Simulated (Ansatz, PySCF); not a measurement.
**How the smallest direct gap on the k points sampled of rock-salt MgO moves with the method**

No measured value is used here.

```tsv
level (code)	value (eV)
LDA (Ansatz)	4.69
PBE (Ansatz)	4.78
r²SCAN (Ansatz)	5.67
HSE06 (Ansatz)	6.52
PBE0 (Ansatz)	7.26
Hartree–Fock (PySCF)	15.79 ± 0.1
evGW@PBE (PySCF)	8.49 ± 0.1
```

Computed values are for a static lattice.  A ± on a computed value is a rough bar: the spread of its extrapolation, a floor set from checks against published values, or a statistical error. Values are at the measured cell. Cutoffs and k meshes differ between the levels. Ansatz's density-functional and Hartree–Fock values are scalar-relativistic unless marked +SOC, with PAW data made under PBE.

Ansatz is a first-principles code.
